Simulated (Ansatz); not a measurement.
C₃H₅FN₂ (`FC1=CNCN1`). The species carries charge 0 and has multiplicity 1. All single points use the PBE0-D4/def2-TZVP geometry.

```xyz
11

F     1.769    0.894    1.560
C     0.861    0.515    0.676
C     0.182    1.246   -0.198
N    -0.510    0.353   -1.068
C    -0.521   -0.926   -0.349
N     0.687   -0.857    0.478
H     0.263    2.300   -0.402
H    -1.449    0.659   -1.281
H    -1.421   -1.023    0.287
H    -0.481   -1.771   -1.039
H     0.620   -1.390    1.336
```

Task: What is the dipole moment at PBE/def2-TZVPP? (Estimate.)

Result: Ansatz gave: 2.38 D, with components (-2.22, -0.78, 0.35) D in this frame, pointing from negative to positive charge.

Task: And with r2SCAN, B3LYP, ωB97M-V? (Estimate.)

Result: Computed: r2SCAN 2.44 D, B3LYP 2.50 D, ωB97M-V 2.50 D.

Task: Give the Mulliken charges with PBE, B3LYP, ωB97M-V in def2-TZVPP. (An estimate is asked.)

Result: Ansatz gave: 
```
atom    PBE  B3LYP  ωB97M-V
  F1  -0.16  -0.20    -0.19
  C2   0.17   0.24     0.22
  C3  -0.18  -0.16    -0.13
  N4  -0.17  -0.21    -0.18
  C5  -0.07  -0.03    -0.11
  N6  -0.17  -0.21    -0.17
  H7   0.11   0.13     0.12
  H8   0.14   0.13     0.10
  H9   0.07   0.08     0.12
 H10   0.09   0.10     0.11
 H11   0.15   0.14     0.11
```

B3LYP here is the variant with VWN-RPA as its local correlation; programs differ in this.
